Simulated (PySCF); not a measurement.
## B: ionisation energy

B [He] 2s2 2p1 (2P) → B⁺ [He] 2s2 (1S), as a difference of total energies. All numbers are calculated (PySCF 2.14, the non-relativistic Hamiltonian (point nucleus), in dyall-acv3z (15s9p4d2f, 76 functions)). Correlated levels: valence: 1s2 frozen; valence and next inner shell: nothing frozen; virtual orbitals above 40 to 60 times the deepest correlated orbital energy dropped. The calculations carry no spin-orbit coupling.

Question: Order these methods by the ionisation energy they give, lowest first.
A. SCS-MP2 (valence)
B. MP2 (valence)
C. r2SCAN
D. PBEsol

Answer: A (8.233 eV), B (8.267 eV), D (8.557 eV), C (8.769 eV).

Errors of the correlated levels include the incompleteness of this basis and the frozen core.

For comparison: 8.297 eV (measured; NIST levels, between the centres of gravity of the two terms).
